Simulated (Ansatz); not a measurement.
Calculated with Ansatz (gas phase, PBE0-D4/def2-TZVP geometries, no zero-point term in ΔE). CBS: MP2 limit from def2 TZ/QZ plus the TZ coupled-cluster correction, frozen cores. This one scheme is used for every species. Functionals use def2-TZVPP. Open shells (•) are unrestricted, without spin–orbit coupling.

Reaction (hydrogen abstraction from the Si–H bond): `[SiH3]S` + `[CH3]`• → `[SiH2]S`• + CH₄

```csv
level,ΔE (eV)
CAM-B3LYP-D4,-0.78
revPBE,-0.93
```

Task: What does CCSD(T)/CBS give? (Estimate.)

Result: Computed: -0.76 eV. The listed levels differ from it by -0.02, -0.17 eV.

Largest T1 diagnostic among the species: 0.016.

From BLYP to BHLYP (50 % exact exchange), in def2-TZVPP and without D4, ΔE moves by +0.19 eV. At CCSD(T), def2-SVP lies −0.04 eV from the extrapolated value and def2-TZVPP −0.00 eV. In def2-TZVPP, CCSD(T) changes the Hartree–Fock value by −0.33 eV (the triples alone add −0.04 eV) and MP2 by −0.39 eV.
